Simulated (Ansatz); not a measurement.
A geometry optimisation of BH3Si with BLYP-D3(BJ)/def2-SVP

The starting geometry of this gas-phase singlet was optimised with GFN2-xTB.

```yaml
atoms:
  - { symbol: B, position_ang: [-0.3908, 0.2977, -0.3922] }
  - { symbol: Si, position_ang: [0.5803, 2.0076, -0.3817] }
  - { symbol: H, position_ang: [-1.0420, 0.2265, -1.4044] }
  - { symbol: H, position_ang: [-1.1155, 0.2555, 0.5704] }
  - { symbol: H, position_ang: [0.4082, -0.6038, -0.3496] }
```

Task: Predict what becomes of its bonds when it is optimised with BLYP-D3(BJ)/def2-SVP.

Result: New bonds form, giving a structure with H3 bridging Si2 and B1, H5 bridging B1 and Si2, given below by its coordinates. Distances that change by over a tenth: B1–H3 (1.21 → 1.33 Å), B1–H5 (1.21 → 1.33 Å). Contacts that close: Si2–H3 (2.62 → 1.76 Å), Si2–H5 (2.62 → 1.76 Å).

The energy falls by 0.87 eV over 22 steps:

```json
{"step": "1", "E − E(last) (eV)": "0.868"}
{"step": "3", "E − E(last) (eV)": "0.783"}
{"step": "6", "E − E(last) (eV)": "0.772"}
{"step": "8", "E − E(last) (eV)": "0.771"}
{"step": "10", "E − E(last) (eV)": "0.758"}
{"step": "13", "E − E(last) (eV)": "0.317"}
{"step": "15", "E − E(last) (eV)": "0.248"}
{"step": "17", "E − E(last) (eV)": "0.054"}
{"step": "20", "E − E(last) (eV)": "0.001"}
{"step": "22", "E − E(last) (eV)": "0.000"}
```

Final geometry (Å):

```xyz
5

B    -0.5523    0.4130   -0.0138
Si    0.6720    1.4754   -0.9000
H    -0.8828    0.7275   -1.2623
H    -1.3483   -0.2189    0.6269
H     0.5516   -0.2133   -0.4083
```

Frequencies at the end are all real (lowest 598 cm⁻¹). Run with Ansatz 0.2.0, 25 s on 1 thread of Intel(R) Xeon(R) Platinum 8259CL CPU @ 2.50GHz (Skylake/Cascade Lake) (shared host).
